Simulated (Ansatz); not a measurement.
Mulliken charges of HN2, SMILES `[N]=N` radical from ωB97M-V/def2-TZVPP in Ansatz (PBE0-D4/def2-TZVP geometry).

```
atom   x (Å)   y (Å)   z (Å)  charge (e)
  N1   0.711  -0.607   0.326      -0.104
  N2  -0.269  -0.218  -0.170      -0.058
  H3  -0.442   0.824  -0.156       0.161
```

**Question.** By hand: the dipole of these point charges (1 e Å = 4.8032 D).

**Answer.** Σ q r = (-0.130, 0.208, -0.049) e Å, of length 0.250 e Å = 1.20 D.

**Question.** How does the dipole of the full density compare? (Estimate.)

**Answer.** Ansatz gave: (-0.163, 0.366, -0.051) e Å, 1.94 D; the point charges give 0.62 times that, at 9° from its direction.

Point charges leave out the atoms' own dipoles, such as those of lone pairs, and Mulliken's split depends on the basis, so the two needn't agree.
